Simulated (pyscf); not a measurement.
Structures and frequencies: ωB97X-D3(BJ)/def2-SVP in PySCF.

Question: For the elementary gas-phase step H₃C–Cl + F–AlH–F -> H₃C–Al(F)–F + HCl (singlet surface; C–H, C–Cl, Al–H broken, Al–C, C–H, Cl–H formed), what barrier and reaction energy does B3LYP-D3(BJ)/def2-TZVP give, measured from the separated reactants?

Answer: ΔE‡ = 45.5 kcal/mol, ΔE = -16.8 kcal/mol. ωB97M-D3(BJ)/def2-TZVP gives 52.2 kcal/mol and -17.8 kcal/mol. Zero-point energy shifts the barrier by -0.6 kcal/mol. It is a multi-bond step, with an imaginary mode of 819i cm⁻¹. On the product side the descent ends in an adduct with a Al–Cl contact, 9.5 kcal/mol under the separated species and 79.4 kcal/mol under the saddle at ωB97X-D3(BJ)/def2-TZVP. This is the saddle that the search found; another between the same sides may lie lower.
